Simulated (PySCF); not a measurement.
A geometry optimisation, step by step.

C5H7F.
Bonds: C1–C2 (double), C2–C3, C3–F4, C3–C5, C5–C6 (double). Hydrogens: H7, H8 on C1; H9 on C2; H10 on C3; H11 on C5; H12, H13 on C6.

Computed by this run: PBE0-D3(BJ)/def2-SVP geometry optimisation, gas phase in PySCF 2.14.0; density fitting, grid level 1; the optimiser is geomeTRIC in internal coordinates, started from a GFN2-xTB structure with every atom displaced at random (about 0.01 Å). The frame can shift and turn from step to step; on so coarse a grid that alone can change the energy by a few meV, and forces under 0.02 eV/Å are noise.

Step 0: E = -7999.6495 eV, largest atomic force 1.952 eV/Å
```
atom  x, y, z in Å  |  force x, y, z in eV/Å
C1      2.164   -0.069   -0.394   -0.685   1.535   0.992
C2      1.192    0.404    0.399    0.100  -0.209   0.028
C3     -0.081   -0.349    0.728    1.008  -0.322   0.272
F4      0.025   -1.626    0.230   -0.351   0.054  -0.179
C5     -1.263    0.383    0.193    0.607   0.318   1.048
C6     -2.046   -0.056   -0.760   -0.263  -0.389  -0.399
H7      3.033    0.534   -0.618    0.373   0.238  -0.009
H8      2.090   -1.010   -0.861   -0.175  -1.437  -0.591
H9      1.255    1.388    0.885    0.141  -0.045  -0.185
H10    -0.150   -0.459    1.840   -0.099   0.193  -0.332
H11    -1.433    1.347    0.679   -0.062   0.125  -0.053
H12    -2.881    0.505   -1.104   -0.859   0.708  -0.321
H13    -1.899   -1.008   -1.228    0.264  -0.767  -0.271
```

Step 1: E = -7999.7607 eV, largest atomic force 0.367 eV/Å
```
atom  x, y, z in Å  |  force x, y, z in eV/Å
C1      2.247   -0.084   -0.207   -0.257  -0.220  -0.143
C2      1.198    0.390    0.464    0.136  -0.028  -0.080
C3     -0.091   -0.358    0.648   -0.193   0.052  -0.060
F4     -0.034   -1.587    0.043    0.126  -0.060   0.018
C5     -1.272    0.411    0.124    0.075   0.032  -0.007
C6     -2.082   -0.030   -0.835   -0.113   0.004  -0.039
H7      3.159    0.501   -0.340    0.034   0.028   0.056
H8      2.198   -1.076   -0.679    0.045   0.206   0.132
H9      1.229    1.385    0.923   -0.007  -0.005   0.009
H10    -0.253   -0.525    1.731    0.048  -0.055   0.058
H11    -1.439    1.386    0.594    0.005   0.048   0.005
H12    -2.934    0.568   -1.176    0.080  -0.037   0.029
H13    -1.926   -1.006   -1.301    0.021   0.034   0.022
```

Step 2: E = -7999.7646 eV, largest atomic force 0.109 eV/Å
```
atom  x, y, z in Å  |  force x, y, z in eV/Å
C1      2.231   -0.088   -0.218    0.058   0.051   0.004
C2      1.191    0.393    0.457   -0.011  -0.040  -0.001
C3     -0.092   -0.361    0.647   -0.084   0.058   0.038
F4     -0.014   -1.591    0.045   -0.035   0.003  -0.006
C5     -1.271    0.412    0.125    0.025  -0.054   0.009
C6     -2.083   -0.028   -0.832   -0.030   0.007  -0.014
H7      3.143    0.503   -0.327    0.030  -0.031  -0.035
H8      2.195   -1.080   -0.675    0.005   0.046   0.018
H9      1.224    1.387    0.917    0.008  -0.007  -0.009
H10    -0.241   -0.533    1.733    0.000  -0.019  -0.009
H11    -1.431    1.391    0.592    0.019  -0.006  -0.003
H12    -2.927    0.573   -1.178    0.008   0.001   0.000
H13    -1.925   -1.004   -1.297    0.008  -0.008   0.009
```

Step 3: E = -7999.7645 eV, largest atomic force 0.146 eV/Å
```
atom  x, y, z in Å  |  force x, y, z in eV/Å
C1      2.241   -0.079   -0.220   -0.017  -0.047   0.020
C2      1.190    0.382    0.451   -0.006   0.127   0.072
C3     -0.098   -0.366    0.648    0.064  -0.028  -0.020
F4     -0.028   -1.599    0.051   -0.026  -0.009  -0.020
C5     -1.271    0.412    0.124   -0.004  -0.004   0.006
C6     -2.090   -0.027   -0.828    0.017  -0.014   0.003
H7      3.153    0.514   -0.326   -0.027   0.009  -0.001
H8      2.219   -1.069   -0.676    0.001  -0.059  -0.043
H9      1.217    1.376    0.912   -0.002   0.022   0.007
H10    -0.244   -0.536    1.735    0.002   0.008  -0.019
H11    -1.419    1.396    0.583    0.011  -0.007  -0.009
H12    -2.927    0.580   -1.179   -0.014   0.013   0.002
H13    -1.942   -1.008   -1.284    0.003  -0.012  -0.002
```

Step 4: E = -7999.7655 eV, largest atomic force 0.046 eV/Å
```
atom  x, y, z in Å  |  force x, y, z in eV/Å
C1      2.236   -0.080   -0.220    0.001  -0.018   0.021
C2      1.190    0.389    0.456    0.010   0.039   0.022
C3     -0.095   -0.363    0.648    0.021  -0.001   0.004
F4     -0.024   -1.594    0.046   -0.008  -0.002  -0.009
C5     -1.271    0.412    0.125   -0.007  -0.008   0.001
C6     -2.087   -0.028   -0.829    0.002  -0.004  -0.002
H7      3.151    0.507   -0.331   -0.014   0.011  -0.003
H8      2.205   -1.072   -0.676   -0.002  -0.022  -0.022
H9      1.221    1.382    0.918   -0.002   0.003  -0.001
H10    -0.242   -0.537    1.734   -0.002   0.000  -0.008
H11    -1.423    1.394    0.586    0.007   0.001  -0.007
H12    -2.926    0.576   -1.180   -0.007   0.005   0.003
H13    -1.934   -1.009   -1.287    0.001  -0.003   0.002
```

Step 5: E = -7999.7657 eV, largest atomic force under 0.02 eV/Å
```
atom  x, y, z in Å  |  force x, y, z in eV/Å
C1      2.236   -0.082   -0.219   -0.002   0.013   0.000
C2      1.192    0.390    0.458   -0.011  -0.010  -0.001
C3     -0.094   -0.363    0.648   -0.005   0.000  -0.005
F4     -0.022   -1.594    0.045    0.006  -0.003  -0.004
C5     -1.270    0.410    0.124    0.000   0.011   0.007
C6     -2.088   -0.029   -0.828    0.001  -0.009   0.005
H7      3.147    0.510   -0.331    0.009  -0.009  -0.006
H8      2.204   -1.072   -0.680   -0.001   0.007   0.005
H9      1.223    1.383    0.920    0.002  -0.001   0.000
H10    -0.242   -0.537    1.733   -0.004  -0.004   0.000
H11    -1.420    1.394    0.583    0.003   0.006  -0.004
H12    -2.927    0.577   -1.177    0.002  -0.002   0.001
H13    -1.938   -1.011   -1.285    0.001   0.000   0.000
```

Q: Summarise the path.

A: The energy falls by 2.68 kcal/mol from step 0 to step 5; nine tenths of that is first reached at step 1. It never rises by more than 0.2 meV. The largest force goes from 1.952 to under 0.02 eV/Å. Among the bonds C1–H8 changes most, from 1.053 to 1.093 Å; the atoms move by 0.102 Å rms after alignment.

What follows is the cost of the whole optimisation. On an Arm Neoverse N1 with one thread (shared host), this took 49 s wall and 0.51 GiB of memory at its peak.
